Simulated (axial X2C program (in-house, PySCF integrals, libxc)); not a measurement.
Bond lengths and stretching modes, held linear, of AlNC⁻

Calculated with an in-house all-electron X2C program for linear molecules (integrals from PySCF): two-component X2C with atomic mean-field Coulomb and Gaunt terms, Gaussian nuclei, basis Al dyall-v3z, N dyall-av3z, C dyall-v3z with contracted cores. Spin-free rows use the one-electron spin-free X2C Hamiltonian.

Masses Al 26.982, N 14.003, C 12.000 u. States: 2c Ω = 1/2 (beyond evenly filled blocks: ω = 1/2); spin-free M_S = 1/2, Λ = 1 (beyond evenly filled blocks: π+α).

HF, spin-free: energies above the lowest point

```tsv
r(Al–N) (Å)	r(N–C) (Å)	E (meV)
1.9003	1.1446	15.68
1.9003	1.1740	42.16
1.9003	1.2033	161.39
1.9490	1.1446	0.00
1.9490	1.1740	28.36
1.9490	1.2033	149.91
1.9490	1.2327	347.50
1.9977	1.1446	6.53
1.9977	1.1740	36.36
1.9977	1.2033	159.73
2.0465	1.1740	60.76
2.0465	1.2327	387.46
```

Q: Fit a quadratic surface with cubic terms in each bond: where is the minimum, and what are the two stretching wavenumbers?

A: At HF, spin-free: bonds 1.956 and 1.151 Å; harmonic stretches 423.9 and 2293.9 cm⁻¹; force constants 1.41, 19.9 and coupling 0.21 mdyn/Å.

The other levels and Hamiltonians give:

| Hamiltonian | level | r(Al–N) (Å) | r(N–C) (Å) | lower stretch (cm⁻¹) | upper stretch (cm⁻¹) |
| --- | --- | --- | --- | --- | --- |
| 2c | PBE0 | 1.948 | 1.173 | 421.6 | 2104.3 |
| 2c | HF | 1.957 | 1.151 | 423.9 | 2293.9 |
| 2c | BHandHLYP | 1.948 | 1.160 | 419.4 | 2190.0 |
| 2c | MP2 | 1.992 | 1.186 | 393.4 | 2157.1 |
| spin-free | PBE0 | 1.948 | 1.173 | 421.7 | 2104.3 |
| spin-free | BHandHLYP | 1.948 | 1.160 | 419.4 | 2190.0 |
| spin-free | MP2 | 1.992 | 1.186 | 393.5 | 2157.4 |

Each state is one determinant, the lowest of a limited PBE0 search; the stretches come from a fit to these few points and carry an uncertainty of a few per cent. Other orders of the atoms were not compared. MP2 freezes inner shells (threshold -2 hartree). For an anion the highest level of a functional can be positive, and the basis then holds the extra electron. The molecule was held linear; bending was not examined, so a bent shape may lie lower. Note: functional without a current term on a determinant with orbital currents, of the molecule or an atom.
